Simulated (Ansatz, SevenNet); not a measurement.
Bulk modulus (GPa) of solids drawn from the class of elemental solids other than molecular ones, at two levels: the machine-learned potential SevenNet-0 (trained on PBE and PBE+U data), and r²SCAN (PAW; Ansatz, a first-principles code).

| solid | SevenNet-0 | r²SCAN | shift (%) |
|---|---|---|---|
| bcc Nb | 174 | 173 | -0.6 |
| hcp Sc | 52.4 | 54.9 | +4.8 |
| bcc Ta | 197 | 201 | +2.0 |
| fcc Ca | 16.0 | 17.9 | +11.9 |
| diamond-structure Ge | 43.3 | 70.8 | +64 |
| bcc Na | 6.87 | 7.66 | +11.5 |

The shifts run from -0.6 % to +64 %, with a median of +8.1 %.

Over all 6 rows r²SCAN is the larger in 5.

Ansatz's runs of these crystals have no spin polarisation. A magnetic state wasn't tried for hcp Sc with meta-GGA or hybrid levels, which favour moments.

Spin–orbit coupling is left out, also for the solids with elements from indium on (bcc Ta); its size isn't shown.

Each level is taken at its own relaxed cell. Ansatz's density-functional and Hartree–Fock values are scalar-relativistic unless marked +SOC, with PAW data made under PBE.
